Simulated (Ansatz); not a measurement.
# SiH₃ (doublet): wave-function methods side by side at distance H1–H2 along a hydrogen transfer = 0.793 Å, 6-31G

Aim: climb from Hartree-Fock through coupled cluster and multireference methods for SiH₃ (doublet) at one geometry and basis, and see what each rung misses.

The runs use Ansatz 0.2.0, Gaussian basis; 6-31G, core rule «outside noble gas», up to 5 orbitals frozen.

The runs, in order: UHF; CCSD(T) on ROHF; CCSD(T) on UHF; BCCD(T) on ROHF; CISD; CCSDT(Q) on ROHF; CCSDT(Q) on UHF; CISDTQ; CCSDTQ on ROHF; CCSDTQ on UHF; CASSCF and MRCISD+Q, 3 electrons in 3 orbitals; CASSCF and NEVPT2, 3 electrons in 3 orbitals; CASSCF and MRCISD+Q, 7 electrons in 7 orbitals; CASSCF and NEVPT2, 7 electrons in 7 orbitals; Full CI.

7 further runs of the same task are left out: 1 for a mislabelled method, 6 that didn't finish.

## Step 1: The geometry

The geometry derives from fragments relaxed apart (PBE0/def2-TZVP) and kept rigid, so it is no stationary point. A hydrogen atom is moved between rigid fragments.

4 atoms, charge 0, spin multiplicity 2.

Atoms are counted from 1 here; the program's logs count them from 0.

Bond lengths: H1–H2 0.793 Å, Si3–H4 1.532 Å.

## Step 2: UHF

in.yaml

```yaml
crystal:
  periodic: [false, false, false]
  atoms:
    - {symbol: H, position_ang: [-2.398983, 0.047936, 0.000000]}
    - {symbol: H, position_ang: [-1.605983, 0.047936, 0.000000]}
    - {symbol: Si, position_ang: [0.125017, 0.047936, 0.000000]}
    - {symbol: H, position_ang: [0.521452, -1.431577, 0.000000]}
basis:
  gaussian: {orbitals: 6-31G}
magnetization: {spin_polarized: true, initial_magnetization: 1}
hamiltonian: {xc: hf}
output: {orbitals: {seedname: orbitals}}
```

On the command line:

```
$ ansatz run in.yaml --threads 1 --pin off --events-out ev --progress --plain --max-ram 2393MiB
```

After this run come: CCSD(T) on ROHF; CCSD(T) on UHF; BCCD(T) on ROHF; CISD; CCSDT(Q) on ROHF; CCSDT(Q) on UHF; CISDTQ; CCSDTQ on ROHF; CCSDTQ on UHF; CASSCF and MRCISD+Q, 3 electrons in 3 orbitals; CASSCF and NEVPT2, 3 electrons in 3 orbitals; CASSCF and MRCISD+Q, 7 electrons in 7 orbitals; CASSCF and NEVPT2, 7 electrons in 7 orbitals; Full CI.

Q: Predict the results of all the runs planned. Wanted: FCI below the RHF energy; RMP2 from FCI; UMP2 from FCI; RCCSD from FCI; RCCSD(T) from FCI; UCCSD(T) from FCI; RCCSDT(Q) from FCI; UCCSDT(Q) from FCI; NEVPT2 pair from FCI.

**Answer**, as computed:

| quantity | value |
| --- | --- |
| FCI below the RHF energy | -2.0841 eV |
| RMP2 from FCI | +650.2 meV |
| UMP2 from FCI | +645.5 meV |
| RCCSD from FCI | +28.1 meV |
| RCCSD(T) from FCI | +9.2 meV |
| UCCSD(T) from FCI | +9.0 meV |
| RCCSDT(Q) from FCI | +0.5 meV |
| UCCSDT(Q) from FCI | +0.4 meV |
| NEVPT2 pair from FCI | +555.1 meV |
| MRCISD+Q pair from FCI | -16.7 meV |
| NEVPT2 valence from FCI | +204.8 meV |
| levels within 1 kcal/mol (43 meV) | RCCSD, UCCSD, RCCSD(T), UCCSD(T), BCCD(T), RCCSDT, UCCSDT, CISDTQ, RCCSDT(Q), UCCSDT(Q), RCCSDTQ, UCCSDTQ, MRCISD+Q pair, MRCISD valence, MRCISD+Q valence |
| T1 diagnostic | 0.017 |
| effectively unpaired electrons | 1.05 |

In words: RCCSD(T) lands +9.2 meV from the yardstick (0.4 % of the correlation energy). MRCISD+Q pair falls below full CI: the +Q correction isn't variational, and the cores differ from full CI's. One determinant dominates. Of the multireference levels listed MRCISD+Q valence comes nearest in total energy (+11.3 meV), which doesn't show that its space is the better one. These misses are within one basis, not against nature; the frozen cores of restricted and unrestricted runs differ, which can shift their rows.
